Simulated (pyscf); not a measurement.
Single points on ωB97X-D3(BJ)/def2-SVP structures (PySCF, gas phase).

### Question
For CH₄ (SMILES C) + SiH₄ (SMILES [SiH4]) -> H₃C–SiH₃ (SMILES C[SiH3]) + H₂ (SMILES [H][H]), a four-centre exchange (singlet surface; C–H, H–Si broken, C–Si, H–H formed), PBE/def2-TZVP gives ΔE‡ = 71.9 kcal/mol and ΔE = +7.0 kcal/mol (zero: the separated reactants). In which direction and how far do B3LYP-D3(BJ)/def2-TZVP, PBE0-D3(BJ)/def2-TZVP, ωB97M-D3(BJ)/def2-TZVP move these?

### Answer
B3LYP-D3(BJ): ΔE‡ = 79.1 kcal/mol, ΔE = +7.3 kcal/mol; PBE0-D3(BJ): ΔE‡ = 74.3 kcal/mol, ΔE = +6.7 kcal/mol; ωB97M-D3(BJ): ΔE‡ = 78.9 kcal/mol, ΔE = +7.0 kcal/mol. PBE's barrier lies under all of them, by 2.3 to 7.2 kcal/mol. Its reaction energy lies among theirs. Low barriers are usual for a GGA, whose delocalisation error favours stretched bonds. At the saddle there is also a short H–Si contact that neither side keeps. This is the saddle that the search found; another between the same sides may lie lower.
